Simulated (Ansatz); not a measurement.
I need a search for lower mean-field states of BH4P, SMILES BP. Use the Python package of Ansatz (0.2.0). Level of theory (for the species named): Hartree-Fock, cc-pVDZ basis, multiplicity 1.

```xyz
6

B    -0.8611   -0.0030   -0.0633
P     0.9719    0.1312   -0.6482
H    -1.5925    0.9141   -0.2008
H    -1.2521   -0.9994    0.4362
H     1.3863   -1.0746    0.0482
H     1.3475    1.0318    0.4279
```

Script `states.py`:
```python
import ansatz as az
import numpy as np

mol = (
    az.Crystal.molecule()
    .atom("B", (-0.8611, -0.003, -0.0633))
    .atom("P", (0.9719, 0.1312, -0.6482))
    .atom("H", (-1.5925, 0.9141, -0.2008))
    .atom("H", (-1.2521, -0.9994, 0.4362))
    .atom("H", (1.3863, -1.0746, 0.0482))
    .atom("H", (1.3475, 1.0318, 0.4279))
)
symbols = [site.symbol for site in mol.cartesian_sites]

start = np.array([site.position_ang for site in mol.cartesian_sites])
for factor in [1.0, 1.25, 1.6]:
    xyz = (start - start.mean(axis=0)) * factor
    scaled = az.Crystal.molecule()
    for symbol, place in zip(symbols, xyz):
        scaled = scaled.atom(symbol, place.tolist())
    calculation = scaled.calculation().basis(gaussian="cc-pVDZ").functional("HF").spin("collinear")
    for search in ("off", "standard"):
        try:
            r = calculation.scf(lower_state_search=search).run(threads=1).report
        except az.AnsatzError as error:
            print(f"x{factor} search {search}: {type(error).__name__}")
            continue
        state = r["mean_field"]["state"]
        print(f"all distances x{factor}, search {search:8s} E = {r['free_energy_ev']:.5f} eV  <S^2> = {abs(state['spin_squared']):.3f}  other states met: {len(r['mean_field']['others'])}")
```

```console
$ python states.py
all distances x1.0, search off      E = -10006.15534 eV  <S^2> = 0.000  other states met: 0
all distances x1.0, search standard E = -10006.15534 eV  <S^2> = 0.000  other states met: 0
all distances x1.25, search off      E = -10001.74629 eV  <S^2> = 0.000  other states met: 0
all distances x1.25, search standard E = -10001.74629 eV  <S^2> = 0.000  other states met: 0
all distances x1.6, search off      E = -9992.01672 eV  <S^2> = 0.000  other states met: 0
all distances x1.6, search standard E = -9995.16510 eV  <S^2> = 2.602  other states met: 12
```

Reading the output:
- The settings weren't tested for convergence.
- The count of other states can hold repeated and symmetry-equivalent ends of the search; scaling all distances is a test, and for more than two atoms no physical path.
- The structure is a rough, unrelaxed start.
- The expectation value of S² is noticeably off S(S+1) in at least one run, so that state is spin-contaminated.
- It ran for 4.6 s on 1 thread of Arm Neoverse V1, on a shared host, peak memory 0.17 GiB.
